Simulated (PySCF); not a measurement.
C4H6O2.
SMILES with atom numbers: `[CH2:1]=[CH:2][C:3](=[O:4])[O:5][CH3:6]` (hydrogens: H7, H8 on C1; H9 on C2; H10, H11, H12 on C6)

The same species was optimised twice, with GFN2-xTB and with PBE0-D3(BJ)/def2-SVP (PySCF), and the same property calculations (PySCF, gas phase) were run on both structures.

```tsv
coordinate	GFN2-xTB	PBE0-D3(BJ)/def2-SVP	change
C1=C2 (Å)	1.325	1.334	+0.009
C2–C3 (Å)	1.479	1.482	+0.003
O5–C6 (Å)	1.419	1.415	-0.004
C3–O5 (Å)	1.343	1.340	-0.003
C3=O4 (Å)	1.205	1.205	0.000
C1–C2–C3 (°)	121.2	120.5	-0.7
C3–O5–C6 (°)	116.1	115.8	-0.3
C2–C3–O5 (°)	110.8	111.0	+0.2
O4–C3–O5 (°)	123.5	123.4	-0.1
C2–C3–O4 (°)	125.7	125.6	-0.1
C1–C2–C3–O4 (°)	0	-1	-1
C2–C3–O5–C6 (°)	180	180	0
```

Rotational constants: A = 10401, B = 2338, C = 1932 MHz (GFN2-xTB) against A = 10398, B = 2339, C = 1933 MHz (PBE0-D3(BJ)/def2-SVP).

On the GFN2-xTB structure: HOMO (eV) -8.08 [PBE0/pcSseg-1]; LUMO (eV) -1.33 [PBE0/pcSseg-1]; dipole (D) 1.56 [PBE0/pcSseg-1]; GIAO shielding of C1 (ppm) 46.4 [PBE0/pcSseg-1]; GIAO shielding of C2 (ppm) 50.7 [PBE0/pcSseg-1]; GIAO shielding of C3 (ppm) 13.7 [PBE0/pcSseg-1]; GIAO shielding of O4 (ppm) -74.1 [PBE0/pcSseg-1]; GIAO shielding of O5 (ppm) 141.4 [PBE0/pcSseg-1]; GIAO shielding of C6 (ppm) 133.2 [PBE0/pcSseg-1].

Question: What do these properties become on the PBE0-D3(BJ)/def2-SVP structure?

Answer: 
```
                                    property          level  on GFN2-xTB  on PBE0-D3(BJ)/def2-SVP  change
                                   HOMO (eV)  PBE0/pcSseg-1        -8.08                    -8.10   -0.02
                                   LUMO (eV)  PBE0/pcSseg-1        -1.33                    -1.34   -0.01
                                  dipole (D)  PBE0/pcSseg-1         1.56                     1.54   -0.02
energy, GFN2-xTB geometry as zero (kcal/mol)  PBE0/pcSseg-1          0.0                     -0.1    -0.1
                  GIAO shielding of C1 (ppm)  PBE0/pcSseg-1         46.4                     42.8    -3.6
                  GIAO shielding of C2 (ppm)  PBE0/pcSseg-1         50.7                     48.7    -2.0
                  GIAO shielding of C3 (ppm)  PBE0/pcSseg-1         13.7                     14.2    +0.5
                  GIAO shielding of O4 (ppm)  PBE0/pcSseg-1        -74.1                    -72.0    +2.1
                  GIAO shielding of O5 (ppm)  PBE0/pcSseg-1        141.4                    142.5    +1.1
                  GIAO shielding of C6 (ppm)  PBE0/pcSseg-1        133.2                    132.5    -0.7
```

The heavy atoms differ by 0.010 Å rms after alignment. Among bonds between heavy atoms C1=C2 changes most (+0.009 Å). Changes are differences of the printed values. Neither structure is proved a minimum here.

The values belong to the conformer `[CH2:1]=[CH:2][C:3](=[O:4])[O:5][CH3:6]`: C1–C2–C3–O4 -1°, C2–C3–O5–C6 180°.
